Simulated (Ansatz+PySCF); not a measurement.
The numbers below are computed, except where a source is named.
## PySCF 2.14.0 run

```python
from pyscf import gto, scf, cc

mol = gto.M(atom="""
Na 0.000000 0.000000 -1.419740
Cl 0.000000 0.000000 0.918650
""", basis='def2-svp', charge=0, spin=0)
mf = scf.UHF(mol)
mf.kernel()
mycc = cc.CCSD(mf, frozen=6).run()
et = mycc.ccsd_t()
print(mf.e_tot, mycc.e_corr, et, mycc.e_tot + et)
```

The script is written out from the run's settings.

The run gave:

```
Converged               : yes
Reference energy        : -621.22229 hartree
CCSD correlation energy : -0.15070 hartree
Triples correction      : -0.00209 hartree
Total energy            : -621.37508 hartree
```
